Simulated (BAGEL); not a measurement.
**Si2NH6 (SMILES [SiH3][N][SiH3]) at ROHF/cc-pVDZ (density fitting with qzvpp-jkfit)**

What is the energy change on altering one bond length of Si2NH6 at ROHF/cc-pVDZ (density fitting with qzvpp-jkfit)? 

The results are computed with BAGEL 1.2.2.

3 further runs of the same task are left out: 1 that didn't finish, 2 set aside as unsound or not needed.

## 1. Starting point

The species is Si2NH6 (9 atoms), meant as a doublet with charge 0. SMILES: `[SiH3][N][SiH3]`. Geometry: relaxed at PBE0-D4/def2-TZVP.

Bond lengths: Si1–N2 1.720 Å, N2–Si3 1.720 Å, Si1–H4 1.490 Å, Si1–H5 1.490 Å, Si1–H6 1.486 Å, Si3–H7 1.490 Å, Si3–H8 1.490 Å, Si3–H9 1.486 Å. Some angles: Si1–N2–Si3 137.8°, N2–Si1–H4 115.3°, N2–Si1–H5 105.5°, N2–Si1–H6 108.5°, N2–Si3–H7 105.6°, N2–Si3–H8 115.3°, N2–Si3–H9 108.4°, H4–Si1–H5 109.0°, H4–Si1–H6 108.9°, H5–Si1–H6 109.5°.

## 2. The energy at ROHF/cc-pVDZ (density fitting with qzvpp-jkfit)

Input file job.json:

```json
{ "bagel": [

{
  "title": "molecule",
  "basis": "cc-pvdz.json",
  "df_basis": "qzvpp-jkfit",
  "angstrom": "true",
  "geometry": [
    { "atom": "Si", "xyz": [      -0.774000,       1.094500,      -0.884000 ] },
    { "atom": "N", "xyz": [       0.224400,       0.477800,       0.374000 ] },
    { "atom": "Si", "xyz": [       0.765200,      -1.055200,       0.937300 ] },
    { "atom": "H", "xyz": [      -1.664400,       0.094300,      -1.538200 ] },
    { "atom": "H", "xyz": [       0.163300,       1.647100,      -1.901700 ] },
    { "atom": "H", "xyz": [      -1.607900,       2.192700,      -0.329500 ] },
    { "atom": "H", "xyz": [       2.187500,      -1.161100,       0.507000 ] },
    { "atom": "H", "xyz": [       0.011800,      -2.229300,       0.412900 ] },
    { "atom": "H", "xyz": [       0.694200,      -1.060900,       2.422000 ] }
  ]
},

{
  "title": "rohf",
  "nopen": 1
},

{
  "title": "print",
  "file": "orbitals.molden",
  "orbitals": "true"
}

]}
```

The basis set cc-pVDZ is read from a file made from the Basis Set Exchange's data (not shown).

Started as:

```
$ BAGEL_NUM_THREADS=1 BAGEL job.json > job.out
```

Output:

```text
* using 1 threads per process

  ===============================================================
  ===============================================================

  *** Geometry ***

  { "atom" : "Si", "xyz" : [     -1.462648,      2.068305,     -1.670518 ] },
  { "atom" : "N", "xyz" : [      0.424055,      0.902911,      0.706758 ] },
  { "atom" : "Si", "xyz" : [      1.446018,     -1.994039,      1.771240 ] },
  { "atom" : "H", "xyz" : [     -3.145260,      0.178201,     -2.906777 ] },
  { "atom" : "H", "xyz" : [      0.308592,      3.112568,     -3.593692 ] },
  { "atom" : "H", "xyz" : [     -3.038491,      4.143602,     -0.622665 ] },
  { "atom" : "H", "xyz" : [      4.133776,     -2.194161,      0.958091 ] },
  { "atom" : "H", "xyz" : [      0.022299,     -4.212766,      0.780268 ] },
  { "atom" : "H", "xyz" : [      1.311848,     -2.004810,      4.576917 ] },

  Number of auxiliary basis functions:      441

  Since a DF basis is specified, we compute 2- and 3-index integrals:
    o Being stored without compression. Storage requirement is 0.023 GB

  Number of basis functions:       80
  Number of electrons      :       41

    * METHOD: MOLECULE                             0.16

  *** Open-shell HF ***

  === Nuclear Repulsion ===
   144.5781297472

      * DIIS with orbital gradients will be used.

  === ROHF iteration (cc-pvdz.json) ===
      0       -635.48335622          0.03460334           0.09
      1       -635.61882293          0.02883482           0.09
      2       -635.70806981          0.01812286           0.09
      3       -635.77397732          0.00290790           0.10
      4       -635.77772844          0.00079889           0.10
      5       -635.77831896          0.00013128           0.10
      6       -635.77839227          0.00005095           0.10
      7       -635.77839712          0.00003159           0.10
      8       -635.77839924          0.00002766           0.09
      9       -635.77840119          0.00002532           0.09
     10       -635.77840523          0.00001652           0.09
     11       -635.77840766          0.00000819           0.09
     12       -635.77840814          0.00000598           0.09
     13       -635.77840801          0.00000366           0.09
     14       -635.77840805          0.00000139           0.09
     15       -635.77840812          0.00000055           0.09
     16       -635.77840809          0.00000037           0.10
     17       -635.77840809          0.00000015           0.09
     18       -635.77840810          0.00000007           0.09
     19       -635.77840810          0.00000004           0.09
     20       -635.77840810          0.00000002           0.09
     21       -635.77840810          0.00000001           0.09
    * SCF iteration converged.

    * S^2 (ROHF) is 0.7500

    * Permanent dipole moment:
           (    0.155565,     0.216262,     0.124981) a.u.

    * METHOD: ROHF                                 2.16

    * METHOD: PRINT                                0.01

  ===============================================================
```

Run time: 2.5 s. Hardware: 1 thread of Arm Neoverse V2, shared host; peak memory 0.1 GiB.

## 3. The distorted shape

Input file hf.json:

```json
{ "bagel" : [

{
  "title" : "molecule",
  "basis" : "cc-pvdz.json",
  "df_basis" : "qzvpp-jkfit",
  "angstrom" : true,
  "geometry" : [
    { "atom" : "Si", "xyz" : [   -0.328829,    1.594567,   -0.556921 ] },
    { "atom" : "N", "xyz" : [    0.669571,    0.977867,    0.701079 ] },
    { "atom" : "Si", "xyz" : [    1.210371,   -0.555133,    1.264379 ] },
    { "atom" : "H", "xyz" : [   -1.664400,    0.094300,   -1.538200 ] },
    { "atom" : "H", "xyz" : [    0.608471,    2.147167,   -1.574621 ] },
    { "atom" : "H", "xyz" : [   -1.162729,    2.692767,   -0.002421 ] },
    { "atom" : "H", "xyz" : [    2.632671,   -0.661033,    0.834079 ] },
    { "atom" : "H", "xyz" : [    0.456971,   -1.729233,    0.739979 ] },
    { "atom" : "H", "xyz" : [    1.139371,   -0.560833,    2.749079 ] }
  ]
},
{ "title" : "rohf", "nopen" : 1 },
{ "title" : "print", "file" : "orbitals.molden", "orbitals" : true }

]}
```

The basis set cc-pVDZ is read from a file made from the Basis Set Exchange's data (not shown).

Started as:

```
$ BAGEL_NUM_THREADS=1 BAGEL hf.json > hf.out
```

Output:

```text
* using 1 threads per process

  ===============================================================
  ===============================================================

  *** Geometry ***

  { "atom" : "Si", "xyz" : [     -0.621397,      3.013295,     -1.052428 ] },
  { "atom" : "N", "xyz" : [      1.265306,      1.847901,      1.324847 ] },
  { "atom" : "Si", "xyz" : [      2.287270,     -1.049049,      2.389330 ] },
  { "atom" : "H", "xyz" : [     -3.145260,      0.178201,     -2.906777 ] },
  { "atom" : "H", "xyz" : [      1.149844,      4.057558,     -2.975602 ] },
  { "atom" : "H", "xyz" : [     -2.197239,      5.088592,     -0.004575 ] },
  { "atom" : "H", "xyz" : [      4.975027,     -1.249171,      1.576181 ] },
  { "atom" : "H", "xyz" : [      0.863550,     -3.267777,      1.398358 ] },
  { "atom" : "H", "xyz" : [      2.153099,     -1.059821,      5.195006 ] },

  Number of auxiliary basis functions:      441

  Since a DF basis is specified, we compute 2- and 3-index integrals:
    o Being stored without compression. Storage requirement is 0.023 GB

  Number of basis functions:       80
  Number of electrons      :       41

    * METHOD: MOLECULE                             0.16

  *** Open-shell HF ***

  === Nuclear Repulsion ===
   142.3399515821

      * DIIS with orbital gradients will be used.

  === ROHF iteration (cc-pvdz.json) ===
      0       -635.25733668          0.03983604           0.09
      1       -634.95883187          0.06522981           0.09
      2       -634.76069854          0.06281014           0.09
      3       -635.63318691          0.00872400           0.09
      4       -635.65651103          0.00430171           0.09
      5       -635.66831085          0.00410679           0.09
      6       -635.68353978          0.00286096           0.09
      7       -635.69107482          0.00094623           0.09
      8       -635.69204398          0.00129409           0.09
      9       -635.69238834          0.00094172           0.09
     10       -635.69329859          0.00094460           0.09
     11       -635.69523509          0.00061100           0.09
     12       -635.69668853          0.00048017           0.10
     13       -635.69827444          0.00041885           0.10
     14       -635.69860915          0.00039352           0.10
     15       -635.69860727          0.00033445           0.09
     16       -635.69883532          0.00024736           0.10
     17       -635.69894311          0.00013302           0.10
     18       -635.69897904          0.00004721           0.10
     19       -635.69898831          0.00001794           0.10
     20       -635.69898678          0.00000814           0.10
     21       -635.69898809          0.00000365           0.10
     22       -635.69898783          0.00000182           0.10
     23       -635.69898779          0.00000072           0.09
     24       -635.69898781          0.00000037           0.09
     25       -635.69898778          0.00000014           0.09
     26       -635.69898776          0.00000010           0.09
     27       -635.69898776          0.00000007           0.09
     28       -635.69898775          0.00000004           0.09
     29       -635.69898775          0.00000002           0.09
     30       -635.69898775          0.00000001           0.09
    * SCF iteration converged.

    * S^2 (ROHF) is 0.7500

    * Permanent dipole moment:
           (   -0.283000,    -0.155227,    -0.222258) a.u.

    * METHOD: ROHF                                 3.00

    * METHOD: PRINT                                0.01

  ===============================================================
```

Run time: 3.6 s. Hardware: 1 thread of Arm Neoverse V2, shared host; peak memory 0.1 GiB.

## 4. Outcome

Level: ROHF/cc-pVDZ (density fitting with qzvpp-jkfit).

| quantity | value |
| --- | --- |
| first shape: total energy | -635.77841 Eh |
| first shape: dipole moment | 0.75 D |
| first shape: ⟨S²⟩ | 0.750 |
| distorted shape: total energy | -635.69899 Eh |
| distorted shape: dipole moment | 1.00 D |
| distorted shape: ⟨S²⟩ | 0.750 |
| energy change with the Si1–H4 bond stretched from 1.490 to 2.235 Å | 2.161 eV |

**Reading.** With the Si1–H4 bond stretched from 1.490 to 2.235 Å the energy rises by 2.16 eV (50 kcal/mol). The first shape isn't relaxed at this level, so the change isn't measured from a minimum.
